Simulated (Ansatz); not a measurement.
Cartesian coordinates in Å:
```
O -0.1789 0.3533 0.2744
H 0.1789 -0.3533 -0.2744
```

Charge -1, multiplicity 1.

Task: List the PBE0/def2-TZVPPD orbital energies in eV (Ansatz). (Best estimate.)

Result: Ansatz gave: Occupied: -512.93, -16.91, -2.98, 0.78, 0.78. Lowest empty: 5.74, 7.26, 7.26, 7.40, 10.61, 11.34, 11.34, 13.34.
